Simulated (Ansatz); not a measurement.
Harmonic vibrations of `CCCCl` by finite differences.

```yaml
crystal:
  periodic: [false, false, false]
  atoms:
    - {symbol: C, position_ang: [-0.811366, 1.003974, 0.042623]}
    - {symbol: C, position_ang: [-0.136306, -0.246827, 0.573601]}
    - {symbol: C, position_ang: [0.973151, -0.768084, -0.310508]}
    - {symbol: Cl, position_ang: [0.367723, -1.319749, -1.901777]}
    - {symbol: H, position_ang: [-1.275777, 0.816045, -0.927035]}
    - {symbol: H, position_ang: [-1.587956, 1.349320, 0.727738]}
    - {symbol: H, position_ang: [-0.090532, 1.816733, -0.083207]}
    - {symbol: H, position_ang: [-0.872074, -1.041799, 0.726571]}
    - {symbol: H, position_ang: [0.310934, -0.042504, 1.553995]}
    - {symbol: H, position_ang: [1.471519, -1.627163, 0.136704]}
    - {symbol: H, position_ang: [1.715982, 0.003155, -0.518106]}
basis:
  gaussian: {orbitals: def2-TZVP}
hamiltonian: {xc: pbe0, dispersion: d4}
phonons: {temperatures: {t_min: 298.15, t_max: 900, t_step: 200}}
```

```sh
$ ansatz run in.yaml --threads 4 --pin off --events-out ev --progress --plain
```

Output, abridged:

```
Functional definition: PBE0
mean field -15741.66104771 eV, -578.4953734223 hartree, gradient 2.0e-5 eV, S^2 0.000000; 0 other end points of the search recorded, 0 dependent functions left out
mean field -15741.66086295 eV, -578.4953666324 hartree, gradient 2.8e-6 eV, S^2 0.000000; 0 other end points of the search recorded, 0 dependent functions left out
mean field -15741.66089385 eV, -578.4953677681 hartree, gradient 2.8e-6 eV, S^2 0.000000; 0 other end points of the search recorded, 0 dependent functions left out
mean field -15741.66091536 eV, -578.4953685583 hartree, gradient 2.8e-6 eV, S^2 0.000000; 0 other end points of the search recorded, 0 dependent functions left out
mean field -15741.66087047 eV, -578.4953669088 hartree, gradient 2.8e-6 eV, S^2 0.000000; 0 other end points of the search recorded, 0 dependent functions left out
mean field -15741.66088602 eV, -578.4953674804 hartree, gradient 2.8e-6 eV, S^2 0.000000; 0 other end points of the search recorded, 0 dependent functions left out
mean field -15741.66086651 eV, -578.4953667632 hartree, gradient 2.8e-6 eV, S^2 0.000000; 0 other end points of the search recorded, 0 dependent functions left out
mean field -15741.66088890 eV, -578.4953675859 hartree, gradient 2.8e-6 eV, S^2 0.000000; 0 other end points of the search recorded, 0 dependent functions left out
mean field -15741.66087842 eV, -578.4953672011 hartree, gradient 2.8e-6 eV, S^2 0.000000; 0 other end points of the search recorded, 0 dependent functions left out
mean field -15741.66088421 eV, -578.4953674138 hartree, gradient 2.8e-6 eV, S^2 0.000000; 0 other end points of the search recorded, 0 dependent functions left out
mean field -15741.66089016 eV, -578.4953676324 hartree, gradient 2.8e-6 eV, S^2 0.000000; 0 other end points of the search recorded, 0 dependent functions left out
mean field -15741.66089442 eV, -578.4953677890 hartree, gradient 2.8e-6 eV, S^2 0.000000; 0 other end points of the search recorded, 0 dependent functions left out
mean field -15741.66087494 eV, -578.4953670729 hartree, gradient 2.8e-6 eV, S^2 0.000000; 0 other end points of the search recorded, 0 dependent functions left out
mean field -15741.66089959 eV, -578.4953679789 hartree, gradient 2.8e-6 eV, S^2 0.000000; 0 other end points of the search recorded, 0 dependent functions left out
mean field -15741.66088796 eV, -578.4953675515 hartree, gradient 2.8e-6 eV, S^2 0.000000; 0 other end points of the search recorded, 0 dependent functions left out
mean field -15741.66087326 eV, -578.4953670113 hartree, gradient 2.8e-6 eV, S^2 0.000000; 0 other end points of the search recorded, 0 dependent functions left out
mean field -15741.66088031 eV, -578.4953672704 hartree, gradient 2.8e-6 eV, S^2 0.000000; 0 other end points of the search recorded, 0 dependent functions left out
mean field -15741.66094213 eV, -578.4953695424 hartree, gradient 2.8e-6 eV, S^2 0.000000; 0 other end points of the search recorded, 0 dependent functions left out
mean field -15741.66093024 eV, -578.4953691052 hartree, gradient 2.8e-6 eV, S^2 0.000000; 0 other end points of the search recorded, 0 dependent functions left out
mean field -15741.66104581 eV, -578.4953733526 hartree, gradient 2.8e-6 eV, S^2 0.000000; 0 other end points of the search recorded, 0 dependent functions left out
mean field -15741.66101883 eV, -578.4953723610 hartree, gradient 2.8e-6 eV, S^2 0.000000; 0 other end points of the search recorded, 0 dependent functions left out
mean field -15741.66100570 eV, -578.4953718785 hartree, gradient 2.8e-6 eV, S^2 0.000000; 0 other end points of the search recorded, 0 dependent functions left out
mean field -15741.66106379 eV, -578.4953740133 hartree, gradient 2.8e-6 eV, S^2 0.000000; 0 other end points of the search recorded, 0 dependent functions left out
mean field -15741.66095835 eV, -578.4953701384 hartree, gradient 2.8e-6 eV, S^2 0.000000; 0 other end points of the search recorded, 0 dependent functions left out
mean field -15741.66103218 eV, -578.4953728514 hartree, gradient 2.8e-6 eV, S^2 0.000000; 0 other end points of the search recorded, 0 dependent functions left out
mean field -15741.66101148 eV, -578.4953720910 hartree, gradient 2.8e-6 eV, S^2 0.000000; 0 other end points of the search recorded, 0 dependent functions left out
mean field -15741.66102293 eV, -578.4953725117 hartree, gradient 2.8e-6 eV, S^2 0.000000; 0 other end points of the search recorded, 0 dependent functions left out
mean field -15741.66103511 eV, -578.4953729591 hartree, gradient 2.8e-6 eV, S^2 0.000000; 0 other end points of the search recorded, 0 dependent functions left out
mean field -15741.66102373 eV, -578.4953725409 hartree, gradient 2.8e-6 eV, S^2 0.000000; 0 other end points of the search recorded, 0 dependent functions left out
mean field -15741.66096280 eV, -578.4953703019 hartree, gradient 2.8e-6 eV, S^2 0.000000; 0 other end points of the search recorded, 0 dependent functions left out
mean field -15741.66096192 eV, -578.4953702696 hartree, gradient 2.8e-6 eV, S^2 0.000000; 0 other end points of the search recorded, 0 dependent functions left out
mean field -15741.66098458 eV, -578.4953711023 hartree, gradient 2.8e-6 eV, S^2 0.000000; 0 other end points of the search recorded, 0 dependent functions left out
mean field -15741.66099210 eV, -578.4953713788 hartree, gradient 2.8e-6 eV, S^2 0.000000; 0 other end points of the search recorded, 0 dependent functions left out
mean field -15741.66102921 eV, -578.4953727422 hartree, gradient 2.8e-6 eV, S^2 0.000000; 0 other end points of the search recorded, 0 dependent functions left out
mean field -15741.66101922 eV, -578.4953723754 hartree, gradient 2.8e-6 eV, S^2 0.000000; 0 other end points of the search recorded, 0 dependent functions left out
mean field -15741.66099939 eV, -578.4953716466 hartree, gradient 2.8e-6 eV, S^2 0.000000; 0 other end points of the search recorded, 0 dependent functions left out
mean field -15741.66099543 eV, -578.4953715010 hartree, gradient 2.8e-6 eV, S^2 0.000000; 0 other end points of the search recorded, 0 dependent functions left out
mean field -15741.66099041 eV, -578.4953713163 hartree, gradient 2.8e-6 eV, S^2 0.000000; 0 other end points of the search recorded, 0 dependent functions left out
mean field -15741.66099741 eV, -578.4953715738 hartree, gradient 2.8e-6 eV, S^2 0.000000; 0 other end points of the search recorded, 0 dependent functions left out
mean field -15741.66099296 eV, -578.4953714103 hartree, gradient 2.8e-6 eV, S^2 0.000000; 0 other end points of the search recorded, 0 dependent functions left out
mean field -15741.66097622 eV, -578.4953707951 hartree, gradient 2.8e-6 eV, S^2 0.000000; 0 other end points of the search recorded, 0 dependent functions left out
mean field -15741.66103508 eV, -578.4953729581 hartree, gradient 2.8e-6 eV, S^2 0.000000; 0 other end points of the search recorded, 0 dependent functions left out
mean field -15741.66103030 eV, -578.4953727823 hartree, gradient 2.8e-6 eV, S^2 0.000000; 0 other end points of the search recorded, 0 dependent functions left out
mean field -15741.66098739 eV, -578.4953712056 hartree, gradient 2.8e-6 eV, S^2 0.000000; 0 other end points of the search recorded, 0 dependent functions left out
mean field -15741.66099619 eV, -578.4953715288 hartree, gradient 2.8e-6 eV, S^2 0.000000; 0 other end points of the search recorded, 0 dependent functions left out
mean field -15741.66098598 eV, -578.4953711539 hartree, gradient 2.8e-6 eV, S^2 0.000000; 0 other end points of the search recorded, 0 dependent functions left out
mean field -15741.66098622 eV, -578.4953711626 hartree, gradient 2.8e-6 eV, S^2 0.000000; 0 other end points of the search recorded, 0 dependent functions left out
mean field -15741.66103481 eV, -578.4953729481 hartree, gradient 2.8e-6 eV, S^2 0.000000; 0 other end points of the search recorded, 0 dependent functions left out
mean field -15741.66102780 eV, -578.4953726906 hartree, gradient 2.8e-6 eV, S^2 0.000000; 0 other end points of the search recorded, 0 dependent functions left out
mean field -15741.66101683 eV, -578.4953722873 hartree, gradient 2.8e-6 eV, S^2 0.000000; 0 other end points of the search recorded, 0 dependent functions left out
mean field -15741.66101967 eV, -578.4953723918 hartree, gradient 2.8e-6 eV, S^2 0.000000; 0 other end points of the search recorded, 0 dependent functions left out
mean field -15741.66102969 eV, -578.4953727602 hartree, gradient 2.8e-6 eV, S^2 0.000000; 0 other end points of the search recorded, 0 dependent functions left out
mean field -15741.66102808 eV, -578.4953727008 hartree, gradient 2.8e-6 eV, S^2 0.000000; 0 other end points of the search recorded, 0 dependent functions left out
mean field -15741.66097232 eV, -578.4953706515 hartree, gradient 2.8e-6 eV, S^2 0.000000; 0 other end points of the search recorded, 0 dependent functions left out
mean field -15741.66095706 eV, -578.4953700909 hartree, gradient 2.8e-6 eV, S^2 0.000000; 0 other end points of the search recorded, 0 dependent functions left out
mean field -15741.66101917 eV, -578.4953723734 hartree, gradient 2.8e-6 eV, S^2 0.000000; 0 other end points of the search recorded, 0 dependent functions left out
mean field -15741.66101010 eV, -578.4953720402 hartree, gradient 2.8e-6 eV, S^2 0.000000; 0 other end points of the search recorded, 0 dependent functions left out
mean field -15741.66097110 eV, -578.4953706070 hartree, gradient 2.8e-6 eV, S^2 0.000000; 0 other end points of the search recorded, 0 dependent functions left out
mean field -15741.66097890 eV, -578.4953708935 hartree, gradient 2.8e-6 eV, S^2 0.000000; 0 other end points of the search recorded, 0 dependent functions left out
mean field -15741.66101622 eV, -578.4953722649 hartree, gradient 2.8e-6 eV, S^2 0.000000; 0 other end points of the search recorded, 0 dependent functions left out
mean field -15741.66101754 eV, -578.4953723135 hartree, gradient 2.8e-6 eV, S^2 0.000000; 0 other end points of the search recorded, 0 dependent functions left out
mean field -15741.66099734 eV, -578.4953715713 hartree, gradient 2.8e-6 eV, S^2 0.000000; 0 other end points of the search recorded, 0 dependent functions left out
mean field -15741.66098695 eV, -578.4953711895 hartree, gradient 2.8e-6 eV, S^2 0.000000; 0 other end points of the search recorded, 0 dependent functions left out
mean field -15741.66098509 eV, -578.4953711212 hartree, gradient 2.8e-6 eV, S^2 0.000000; 0 other end points of the search recorded, 0 dependent functions left out
mean field -15741.66099056 eV, -578.4953713219 hartree, gradient 2.8e-6 eV, S^2 0.000000; 0 other end points of the search recorded, 0 dependent functions left out
mean field -15741.66102382 eV, -578.4953725443 hartree, gradient 2.8e-6 eV, S^2 0.000000; 0 other end points of the search recorded, 0 dependent functions left out
mean field -15741.66103145 eV, -578.4953728246 hartree, gradient 2.8e-6 eV, S^2 0.000000; 0 other end points of the search recorded, 0 dependent functions left out
Total energy: -15741.82474115 eV, -578.5013890451 hartree
Atom 0 at    -0.811366     1.003974     0.042623 Å, force    -0.000179     0.000118     0.000946 eV/Å
Atom 1 at    -0.136306    -0.246827     0.573601 Å, force     0.003108    -0.001275    -0.001716 eV/Å
Atom 2 at     0.973151    -0.768084    -0.310508 Å, force    -0.003405     0.001484     0.001378 eV/Å
Atom 3 at     0.367723    -1.319749    -1.901777 Å, force     0.000731    -0.000478    -0.000153 eV/Å
Atom 4 at    -1.275777     0.816045    -0.927035 Å, force    -0.000619     0.000413    -0.000269 eV/Å
Atom 5 at    -1.587956     1.349320     0.727738 Å, force     0.000632    -0.000283    -0.000417 eV/Å
Atom 6 at    -0.090532     1.816733    -0.083207 Å, force    -0.000016     0.000212    -0.000180 eV/Å
Atom 7 at    -0.872074    -1.041799     0.726571 Å, force    -0.001148    -0.000041     0.000318 eV/Å
Atom 8 at     0.310934    -0.042504     1.553995 Å, force    -0.000440    -0.000250     0.000696 eV/Å
Atom 9 at     1.471519    -1.627163     0.136704 Å, force     0.000542     0.000092     0.000209 eV/Å
Atom 10 at     1.715982     0.003155    -0.518106 Å, force     0.000794     0.000009    -0.000813 eV/Å
Dipole moment:     0.091484     0.146236     0.392938 e Å
Vibrations: 137.35 214.65 295.24 424.38 677.92 795.76 872.71 911.01 1056.64 1087.49 1116.20 1238.27 1281.29 1330.76 1378.35 1409.68 1468.34 1474.84 1491.48 1498.46 3038.92 3051.61 3080.85 3094.84 3124.56 3138.17 3150.82 cm⁻¹, zero-point energy 2.593788 eV
```

Run time 75 s (4 threads of a server CPU on a shared host); peak host memory 0.44 GiB.
